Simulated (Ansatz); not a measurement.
A nudged elastic band was laid between two geometries of C₃H₆N₂ (11 atoms, charge 0, multiplicity 1).

All numbers below come from RKS PBE0-D4/def2-SVP in Ansatz 0.2.0.

```
movable images  : 7
climbing image  : yes
spring          : 5.0 eV/Å²
optimiser       : quadratic models (default)
start path      : through a guess of the saddle point
force threshold : 0.03 eV/Å
iteration limit : 60
end points      : relaxed
```

First end point:

```xyz
11
Properties=species:S:1:pos:R:3
C -1.209 0.707 -0.120
N -0.236 -0.347 -0.065
C 0.450 -0.801 1.049
N 1.651 -0.915 0.585
C 1.116 -0.328 -0.653
H -0.819 1.694 0.197
H -1.600 0.803 -1.144
H -2.058 0.450 0.532
H 0.043 -1.044 2.040
H 1.498 0.687 -0.851
H 1.230 -0.961 -1.548
```

Last end point:

```xyz
11
Properties=species:S:1:pos:R:3
C -1.197 0.721 -0.154
N -0.216 -0.328 -0.163
C 0.317 -0.993 0.929
N 1.573 -1.018 0.629
C 1.204 -0.198 -0.536
H -1.438 1.015 -1.187
H -2.125 0.348 0.305
H -0.879 1.627 0.400
H -0.219 -1.423 1.786
H 1.584 0.835 -0.475
H 1.460 -0.643 -1.512
```

**Question.** What changes between the two ends?

**Answer.** No bond is made or broken. The dihedral H6–C1–N2–C3 goes from 60 to -178°. The two ends are copies of one structure, up to a mirror image or an exchange of like atoms.

**Question.** Give the energies along the band, and the barrier.

**Answer.** The forces met the threshold. The highest image is number 4 of 0 to 8, 7.7 kJ/mol above the ends, which have the same energy within 2 meV. A vibrational analysis at the climbing image gives one clearly imaginary mode, 173i cm⁻¹: a first-order saddle point.

```tsv
image	path coordinate (Å)	energy (kJ/mol)	dihedral H6–C1–N2–C3 (°)
0	0.00	0.0	60
1	0.43	1.2	77
2	0.86	4.0	94
3	1.29	6.6	111
4	1.71	7.7	128
5	2.13	6.7	141
6	2.54	4.0	154
7	2.95	1.2	168
8	3.36	0.0	-178
```

**Question.** What is the geometry of the highest image?

**Answer.** 
```xyz
11
Properties=species:S:1:pos:R:3
C -1.228 0.721 -0.158
N -0.193 -0.274 -0.096
C 0.352 -0.962 0.966
N 1.590 -1.055 0.603
C 1.204 -0.230 -0.552
H -0.866 1.604 -0.707
H -2.130 0.354 -0.678
H -1.527 1.061 0.847
H -0.162 -1.356 1.854
H 1.643 0.782 -0.527
H 1.383 -0.702 -1.532
```

**Question.** What are the harmonic wavenumbers there?

**Answer.** 173i, 156, 341, 476, 741, 928, 978, 1018, 1048, 1076, 1088, 1134, 1211, 1231, 1286, 1427, 1448, 1456, 1488, 1516, 1651, 3031, 3068, 3110, 3141, 3143, 3186 cm⁻¹.

The band took 9 iterations and of the order of 3 core-minutes.

Run time: 95 s on 2 threads of INTEL(R) XEON(R) PLATINUM 8581C CPU @ 2.30GHz (Emerald Rapids), with other jobs on the host, peak memory 0.23 GiB.
